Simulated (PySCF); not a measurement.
A made-up structure of BSiH$_{3}$, closed shell:

```xyz
5
angstrom
B 0.4950 -0.9088 0.5248
Si -0.2666 0.5084 -0.3296
H 1.0185 -1.8429 1.0191
H 0.6243 -1.0785 1.6548
H 0.3758 1.8387 -0.3109
```

It is relaxed with PBE-D4/def2-SVP and then PBE0-D4/def2-TZVP (PySCF 2.14 with density fitting (its default auxiliary sets; JK sets also for MP2 and CCSD(T))). Atoms count as bonded within 1.22 times the sum of their covalent radii (H–H: 0.88 Å). The end point is not checked to be a true minimum.

(1) Does its bonding change? (A judgement: the text doesn't fix the answer.)

Results:

(1) By the calculation: Yes. Formed: B1–H5, Si2–H4; broken: none.

Where it ends: The first stage lowers the energy by 2.84 eV in 29 steps. It ends as BSiH₃ ([H]1[BH]2[H][Si]12):
B1  (0.667, -0.684, 0.421)
Si2  (-0.872, 0.218, 0.070)
H3  (1.656, -1.304, 0.623)
H4  (-0.007, -0.265, 1.471)
H5  (0.809, 0.549, -0.019)
(Å)

Labels in which every atom is bracketed show which atoms are joined, not bond orders.

For scale, one of the runs: PBE0-D4/def2-TZVP relaxation, 86 basis functions, launched by `OMP_NUM_THREADS=2 python run.py`. Hardware: 2 CPU threads of an Intel Xeon 6975P-C, shared host. Wall time 20 s; peak host memory 0.84 GiB.
